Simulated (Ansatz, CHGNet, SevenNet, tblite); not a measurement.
How well does each level of theory give the Voigt–Reuss–Hill bulk modulus of zinc-blende GaAs?

Reference value: 75 GPa (measured, temperature not stated, not corrected to a static lattice, from single-crystal Cij; as tabulated in Råsander and Moram (2015), arXiv:1505.02379).

| level (code) | value (GPa) | cell (Å³/atom) |
|---|---|---|
| GFN2-xTB (tblite) | … | 27.62 |
| CHGNet 0.3.0 (CHGNet) | 15.7 | 23.67 |
| SevenNet-0 (SevenNet) | … | 23.78 |
| SevenNet-l3i5 (SevenNet) | 60.5 | 23.80 |
| PBE-D3(BJ) (Ansatz) | … | 22.85 |
| LC-ωPBE (Ansatz) | 93.5 | 21.64 |
| r²SCAN0 (Ansatz) | 79.6 | 22.41 |
| r²SCANh (Ansatz) | 75.4 | 22.60 |
| Hartree–Fock (Ansatz) | 79.4 | 23.83 |

Q: Fill in the missing entries.

A: 
- GFN2-xTB (tblite), value (GPa): 38.6
- SevenNet-0 (SevenNet), value (GPa): 58.4
- PBE-D3(BJ) (Ansatz, a program for electronic structure), value (GPa): 67.8

Differences against the reference: GFN2-xTB -49 %, CHGNet 0.3.0 -79 %, SevenNet-0 -22 %, SevenNet-l3i5 -19.3 %, PBE-D3(BJ) -9.6 %, LC-ωPBE +25 %, r²SCAN0 +6.1 %, r²SCANh +0.5 %, Hartree–Fock +5.9 %.

The reference's temperature isn't stated, so close values are not ranked against it. Off by more than 25 % (a bound picked here): GFN2-xTB (-49 %), CHGNet 0.3.0 (-79 %).

The measured value isn't corrected to a static lattice, so vibrations enter the comparison. A static lattice is as a rule stiffer than a warm one, by over a tenth in soft solids.  GFN2-xTB: the method was fitted mainly to molecules. GFN2-xTB: the run uses a supercell at the zone centre in place of a k mesh. PBE-D3(BJ): the dispersion coefficients are held fixed in the derivatives. Each level is taken at its own relaxed cell. Cutoffs and k meshes differ between the levels. Ansatz's density-functional and Hartree–Fock values are scalar-relativistic unless marked +SOC, with PAW data made under PBE.

Machine-learned potentials (CHGNet 0.3.0, SevenNet-0, SevenNet-l3i5) are trained on DFT data, which may include these solids.

Differences are worked out from the printed values.
